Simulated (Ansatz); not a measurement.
Compare A (`C=CCOC=O`) with its isomer B (`CC1(C=O)CO1`).

Gas-phase electronic energies from Ansatz, PBE0-D4/def2-TZVP geometries. CCSD(T)/CBS is the MP2 limit (def2-TZVPP, def2-QZVPP) plus CCSD(T) − MP2 in def2-TZVPP, frozen cores. DFT in def2-TZVPP. B3LYP here is the variant with VWN-RPA as its local correlation; programs differ in this. One conformer a species, not always the lowest.

A:

```xyz
12

C    -0.0491    1.0511   -2.0152
C     0.2290    1.0142   -0.7214
C    -0.3556    0.0223    0.2165
O     0.7244   -0.6186    0.9179
C     0.3584   -1.4749    1.8669
O    -0.7662   -1.7467    2.1703
H     0.3654    1.8147   -2.6625
H    -0.7082    0.3203   -2.4737
H     0.8975    1.7502   -0.2820
H    -1.0065    0.5017    0.9545
H    -0.9461   -0.7327   -0.3076
H     1.2570   -1.9016    2.3364
```

B:

```xyz
12

C    -0.538    1.299    0.160
C     0.127   -0.013   -0.101
C     1.261   -0.407    0.783
O     1.540    0.148    1.809
C    -0.580   -1.133   -0.742
O     0.363   -0.378   -1.462
H    -0.918    1.328    1.182
H    -1.361    1.453   -0.537
H     0.178    2.115    0.049
H     1.842   -1.273    0.401
H    -0.293   -2.161   -0.527
H    -1.621   -0.979   -1.014
```

**Question.** Which is lower in electronic energy at CCSD(T)/CBS, and by how much? (Best estimate.)

**Answer.** Ansatz gave: A, by 17.1 kcal/mol.

**Question.** Give E(B) − E(A) in kcal/mol with PBE0-D4, B3LYP-D4, ωB97M-V, CCSD/def2-TZVPP, HF/def2-TZVPP, r2SCAN-D4, CCSD(T)/def2-TZVPP. (Estimate.)

**Answer.** Ansatz gave: PBE0-D4 14.2, B3LYP-D4 19.0, ωB97M-V 16.3, CCSD/def2-TZVPP 17.0, HF/def2-TZVPP 22.2, r2SCAN-D4 15.6, CCSD(T)/def2-TZVPP 16.9. None reverses the order clearly.

Largest T1 diagnostic: 0.014.

In def2-TZVPP, CCSD(T) changes the Hartree–Fock value by −5.4 kcal/mol (the triples alone add −0.2 kcal/mol) and MP2 by −7.4 kcal/mol. The D4 term adds −0.8 kcal/mol with B3LYP and −0.4 kcal/mol with PBE0; it sums over pairs of atoms, weighted by their polarisabilities, and B3LYP, whose exchange is more repulsive, gets the larger term.
